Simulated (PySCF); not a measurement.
## Bond length, frequency and bond energy of NaCl⁺ by level of theory

State: ²Π (doublet), unpaired electrons π ↑. Set-up: Na 6-31G(d,p), Cl 6-31G(d,p); no relativity (PySCF 2.14). De refers to Na⁺ + Cl in their high-spin ground configurations, without counterpoise correction. The functionals are run spin-unrestricted. A positive dipole points towards Cl; it is taken about the centre of mass and depends on that origin.

```
      Level  Re (Å)  ωe (cm⁻¹)  De (eV)  μ (D)
        UHF   2.902        136    0.248  -7.52
    UHF-MP2   2.835        159    0.317    n/a
UHF-SCS-MP2   2.840        157    0.314    n/a
   UHF-CCSD   2.831        160    0.323    n/a
UHF-CCSD(T)   2.829        161    0.328    n/a
        PBE   2.838        155    0.349  -7.05
       PW91   2.831        157    0.368  -7.01
     r²SCAN   2.850        148    0.299  -7.23
      B3LYP   2.829        156    0.336  -7.06
       PBE0   2.835        152    0.315  -7.14
        M06   2.908        135    0.301  -7.36
```

The bond length runs from 2.829 Å (UHF-CCSD(T)) to 2.908 Å (M06). De spans 0.25 eV (UHF, mean field) to 0.37 eV (PW91, GGA). Correlation at CCSD(T) changes the Hartree–Fock bond energy by +0.08 eV; the triples alone change it by +0.01 eV.

Correlated steps freeze 6 core orbitals. The bond is weak. Basis-set superposition, not corrected here, can be much of De in a small basis, most of all at correlated wavefunction levels. For an ion De counts to the pair picked by the measured ionisation energies or electron affinities, which need not be the lowest pair at this level. The state was picked by a PBE0 search and need not be the measured ground state.

The whole job (state search and all levels along the bond) took about 0.77 min on 1 thread of Arm Neoverse V2 (shared host), peak memory 0.39 GiB.
